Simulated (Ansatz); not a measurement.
Cubic perovskite KTaO3, treated with PBE (PAW; Ansatz, a first-principles code).

Numerical settings: plane-wave cutoff 520 eV, 8×8×8 k mesh, Fermi–Dirac smearing 0.01 eV, scalar-relativistic PAW data made under PBE.

The cell is scaled about its equilibrium volume:

| V (Å³/atom) | P (GPa) | direct gap at Γ (eV) | smallest gap on the k mesh (eV) |
|---|---|---|---|
| 12.254 | 13.36 | 2.890 | 2.301 |
| 12.515 | 8.41 | 2.856 | 2.254 |
| 12.776 | 3.98 | 2.820 | 2.207 |
| 13.037 | 0.00 | 2.782 | 2.161 |
| 13.297 | -3.56 | 2.741 | 2.114 |
| 13.558 | -6.76 | 2.699 | 2.068 |
| 13.819 | -9.62 | 2.656 | 2.022 |

The fundamental gap (2.16 eV at the equilibrium volume, with added k points) lies elsewhere than Γ–Γ.

Measured, for comparison: band gap 3.64 eV (temperature not stated, no zero-point or thermal correction, indirect; as tabulated in Himmetoglu and Janotti (2016), arXiv:1601.06205).

Spin–orbit coupling is not included.
